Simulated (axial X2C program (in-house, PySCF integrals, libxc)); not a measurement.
**Potential curves of AlS⁺, with spin–orbit coupling**

All values were computed with an axial X2C code built on PySCF integrals. Two-component (2c) means X2C with spin–orbit coupling and atomic mean-field two-electron Coulomb and Gaunt terms. Basis: S dyall-av3z [9s8p3d2f], Al dyall-v3z [8s8p2d1f] (cores contracted in-house); Gaussian nuclei, density fitting, unrestricted open shells. Masses: S 31.972 u, Al 26.982 u.

State: Ω = 2 (⟨Sz⟩ = 1.00, ⟨Lz⟩ = 1.00 at HF). Energies in kJ/mol from the fragments at the same level (S + Al+). Fits are polynomials in 1 − R0/R over 0.85 to 1.23 times the lowest point R0.

```tsv
R (Å)	CCSD	TPSSh
1.9140		-38.87
2.0020	-39.01	-80.26
2.0680	-56.48	-97.29
2.1340	-65.24	-105.54
2.2000	-67.76	-107.31
2.2770	-65.46	-103.58
2.3540	-59.90	-95.84
2.4530	-50.78	-82.70
2.5740		-65.34
2.7500		-42.67
```

Correlated methods: 8 electrons correlated (number of frozen shells: S 2 s, 1 p; Al 2 s, 1 p), 170 virtual spin orbitals or spinors in MP2, 90 natural virtuals in coupled cluster.

The state is a single determinant with fixed occupations, the lowest that a limited PBE0 search found. De is counted from the lowest determinant-based energies of the atoms at the same level, without counterpoise correction. Density functionals use the spin component along the axis (collinear). CCSD ran in a truncated set of natural virtual spinors with an MP2 remainder; without triples it tends to underbind. In 2c an atomic determinant is not the ground J level, so De misses part of the atomic spin–orbit lowering. This holds for TPSSh. Other states lie close and PBE0, whose exact exchange favours high spin, may order them wrongly; the determinant shown need not be the ground state. The nearest other spin-free determinant of the search, M_S = 0, Λ = 1, lies 0.11 eV up at the distance of the search. Without a current term, density functionals place determinants with orbital angular momentum somewhat too high. With several unpaired electrons one determinant need not be a pure state. A state of lower Ω lies just above, and one determinant can place such states too high, so the state shown need not be the lowest. The search has Ω = 1 only 0.11 eV up. Open-shell Ω = 0 determinants with evenly filled partner blocks cannot be reached by this program, so the Ω shown need not be the lowest component. Coupled cluster ran on the points near the minimum only. MP2 and coupled cluster on one determinant become unreliable at the stretched end.

Question: What are Re, ωe and De at the CCSD level?

Answer: At CCSD, 2c: Re = 2.201 Å, ωe ≈ 429 cm⁻¹, De = 0.70 eV to S + Al+; Be follows as 0.238 cm⁻¹.

Question: Fit the TPSSh curve near its minimum: give the equilibrium distance, the harmonic wavenumber and the well depth.

Answer: At TPSSh, 2c: Re = 2.188 Å, ωe ≈ 466 cm⁻¹, De = 1.11 eV to S + Al+; Be follows as 0.241 cm⁻¹.
